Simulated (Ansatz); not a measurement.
Energy needed to pull apart CH2OS (SMILES C1OS1), closed shell, into free ground-state atoms, from the structure below (displaced at random from its PBE0-D4/def2-TZVP minimum); no zero-point or spin–orbit terms; open-shell atoms are treated unrestricted, in their ground-state multiplicity.

C1  (0.101, 0.262, -0.117)
O2  (-1.076, -0.344, 0.285)
S3  (0.257, -1.434, 0.328)
H4  (0.239, 0.482, -1.115)
H5  (0.491, 0.933, 0.623)
(Å)

Ansatz 0.2.0; basis: def2-TZVPP; cores frozen in the correlated methods.

| method | atomization energy (kcal/mol) |
| --- | --- |
| PBE-D4 | 424.9 |
| r2SCAN-D4 | 407.2 |
| PBE0-D4 | 407.0 |
| wB97M-V | ? |
| HF | 246.4 |
| MP2 | ? |
| CCSD | 378.0 |
| CCSD(T) | 389.6 |

What does MP2 give? (To be estimated.)

Computed: 404.2 kcal/mol, which is about 14.6 kcal/mol more than CCSD(T)/def2-TZVPP.

What does wB97M-V give? (An estimate is asked for; the value comes from the calculation.)

Computed: 407.7 kcal/mol, which is about 18.1 kcal/mol more than CCSD(T)/def2-TZVPP.

In triple zeta the MP2 and coupled-cluster atomization energies are still short of their basis limit by a few kcal/mol a bond, whereas those of the functionals are nearly converged, so these differences are not deviations from converged CCSD(T).

T1 diagnostic: at most 0.014.

For scale, one of the runs: CCSD(T)/def2-TZVPP forces, 132 basis functions (an equivalent command: `ansatz run in.yaml --threads 2`). The run took 39 s on 2 CPU threads (shared host), with 1.1 GiB of host memory at its peak.
